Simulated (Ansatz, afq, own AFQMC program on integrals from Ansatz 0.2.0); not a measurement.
# WO, quintet → WO, septet

```yaml
atoms:
  - { symbol: W, position_ang: [0.0000, 0.0000, 0.0000] }
  - { symbol: O, position_ang: [0.0000, 0.0000, 1.7032] }
```

E(septet, charge +0) − E(quintet, charge +0) at this geometry, on ROHF and UHF determinants.

Basis def2-SVP with its core potentials. Only valence electrons are correlated. Integrals, coupled cluster, full CI and functionals: Ansatz 0.2.0; the random walks run on the same integrals in our own AFQMC program. ph-AFQMC/CISD is guided by a CISD state made of CCSD amplitudes; releasing the constraint for a short imaginary time cuts its bias at the price of noise, slowly where states lie close. ± is one standard error of the sampling. No spin–orbit coupling. The metal's outer-core s and p shells are frozen, which shifts wave-function levels against functionals. The errors of all members are added in quadrature.

No full CI on the walks' own integrals is used here; CCSDT(Q) serves as the reference and is uncertain by about the last step of the cluster series. Each member takes its own surest rung, up to full CI.

Errors are counted within def2-SVP, not against nature.

Cautions: no spin-orbit coupling; outer-core shells of the metal frozen; WO (quintet): lower spins were not checked, a spin-contaminated unrestricted determinant lies lower (UHF 344 meV lower, ⟨S²⟩ 6.27), raised T1 diagnostic (T1 0.046, weight of the determinant 0.85, largest double 0.08), CCSDT(Q) on the UHF determinant differs (133 meV lower), by its state or its frozen core; WO (septet): another spin lies lower, the released energies are still falling, so no released level is given (meV from the phaseless value at times in 1/Eh: 12 ± 10 at 0.60, -7 ± 13 at 1.20, -43 ± 21 at 2.00, -8 ± 22 at 3.00, -52 ± 42 at 4.20), though the last usable value meets CCSDT(Q) within the noise, the ph-AFQMC/CISD walk drifts between its halves (2.9 errors).

Reference (CCSDT(Q)): 102.3 kcal/mol.

| level | vertical spin gap (kcal/mol) | error against CCSDT(Q) (kcal/mol) |
| --- | --- | --- |
| HF | 48.6 | -53.7 |
| MP2 | 113.9 | 11.6 |
| CCSD | 96.5 | -5.8 |
| CCSD(T) | 103.0 | 0.7 |
| CCSDT | 102.8 | 0.5 |
| ph-AFQMC/CISD | 102.3 ± 0.8 | 0.0 ± 0.8 |

Correlation beyond CCSD(T) takes off 0.7 kcal/mol. The perturbative (T) step is worth +6.5 kcal/mol.

A walk keeps the symmetry of its determinant, which the program's search chose and which needn't be the lowest solution, so a lower state of the same spin and another symmetry isn't excluded.
